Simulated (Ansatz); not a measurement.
# B2: the cost of one run

All numbers are computed with the Python package of Ansatz 0.2.0. Level of theory: B3LYP+D4/cc-pVDZ.

## 1. The system

Bond lengths: B1–B2 1.630 Å.

The script holds or builds the structure itself.

## 2. The script

File scan_b2.py:

```python
# -*- coding: utf-8 -*-
'''Potential curve of B2 along one bond.'''

from dataclasses import dataclass
import logging
import sys

import ansatz as az
from ase import Atoms
from ase.data import atomic_masses, atomic_numbers
import matplotlib.pyplot as plt
import numpy as np

logging.basicConfig(stream=sys.stdout, format='%(name)s: %(message)s')
log = logging.getLogger('b2')
log.setLevel(logging.INFO)


@dataclass(frozen=True)
class Options:
    basis: str = 'cc-pVDZ'
    xc: str = 'b3lyp'
    dispersion: str = 'd4'


settings = Options()


def main():
    atoms = Atoms(['B', 'B'], positions=[
        (0.0, 0.0, 0.0),
        (0.0, 0.0, 1.63),
    ])
    mol = az.Crystal.molecule_from_ase(atoms)

    symbols = [site.symbol for site in mol.cartesian_sites]
    start = np.array([site.position_ang for site in mol.cartesian_sites])
    axis = (start[1] - start[0]) / np.linalg.norm(start[1] - start[0])
    moving = [1]
    lengths, energies = [1.434, 1.5, 1.565, 1.63, 1.695, 1.76, 1.826, 1.923], []
    for length in lengths:
        xyz = start.copy()
        xyz[moving] += (length - np.linalg.norm(start[1] - start[0])) * axis
        point = az.Crystal.molecule()
        for symbol, place in zip(symbols, xyz):
            point = point.atom(symbol, place.tolist())
        job = (
            point.calculation()
            .basis(gaussian=settings.basis)
            .functional(settings.xc, dispersion=settings.dispersion)
            .spin('collinear', total=2)
        )
        report = job.run().report
        energies.append(report['free_energy_ev'])
        log.info(f'r = {length:6.3f} A  E = {energies[-1]:.5f} eV  <S^2> = {abs(report["mean_field"]["state"]["spin_squared"]):.3f}')

    # quartic fit about the minimum
    fit = np.polynomial.Polynomial.fit(lengths, np.array(energies) - min(energies), 4).convert()
    roots = [r.real for r in fit.deriv().roots() if abs(r.imag) < 1e-9 and fit.deriv(2)(r.real) > 0]
    r_e = min(roots, key=lambda r: abs(r - lengths[int(np.argmin(energies))]))
    log.info(f'minimum of the fit at {r_e:.4f} A, force constant {fit.deriv(2)(r_e):.2f} eV/A^2')
    m1, m2 = (atomic_masses[atomic_numbers[s]] for s in symbols)
    mu = m1 * m2 / (m1 + m2)
    log.info(f'harmonic wavenumber {521.4709 * np.sqrt(fit.deriv(2)(r_e) / mu):.0f} 1/cm, rotational constant {16.857629 / (mu * r_e ** 2):.4f} 1/cm')
    plt.figure(figsize=(4.5, 3))
    plt.plot(lengths, np.array(energies) - min(energies), 'o-')
    plt.xlabel('bond length (A)')
    plt.ylabel('E - E(min) (eV)')
    plt.tight_layout()
    plt.savefig('scan.png', dpi=100)


if __name__ == '__main__':
    main()
```

## 3. The calls as engine input

The engine receives this input (first run):

```yaml
crystal:
  periodic: [false, false, false]
  atoms:
    - { symbol: B, position_ang: [0.0, 0.0, 0.0] }
    - { symbol: B, position_ang: [0.0, 0.0, 1.434] }
basis:
  gaussian:
    orbitals: cc-pVDZ
hamiltonian:
  xc: b3lyp
  dispersion: d4
magnetization:
  spin_polarized: true
  initial_magnetization: 2.0
```

## 4. Launch

Launch:

```
$ python scan_b2.py
```

**Question.** How long does this script take on 1 thread of Arm Neoverse V2, shared host, and how much memory does it need?

About 11 s, with a peak of 0.19 GiB.
